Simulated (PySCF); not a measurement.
Fluorine: a sound run and one with changed settings

Sound run: F [He] 2s2 2p5, F⁺ [He] 2s2 2p4. Computed with PySCF 2.14 in cc-pVTZ, with no relativity, point nucleus. In the sound run the correlated levels freeze 1s2. The sound run starts from symmetry-adapted Hartree-Fock orbitals and uses a fine grid where one is needed.

Changed run: all electrons correlated in a basis built for the valence shell.

| species | method | sound run (hartree) | changed run (hartree) | converged |
| --- | --- | --- | --- | --- |
| F | MP2 | -99.60536 | -99.61737 | yes |
| F | CCSD(T) | -99.62036 | -99.63219 | yes |
| F⁺ | MP2 | -98.97349 | -98.98507 | yes |
| F⁺ | CCSD(T) | -98.99079 | -99.00224 | yes |

Ionisation energy of F:

```csv
method,sound run (eV),changed run (eV)
UHF,15.654,15.654
MP2,17.194,17.206
SCS-MP2,17.181,17.187
CCSD,17.089,17.100
CCSD(T),17.131,17.142
```

A valence basis has no tight correlating functions, so it recovers only part of the core correlation, and not evenly between atom and ion.

For comparison, NIST gives 17.423 eV between the lowest levels.
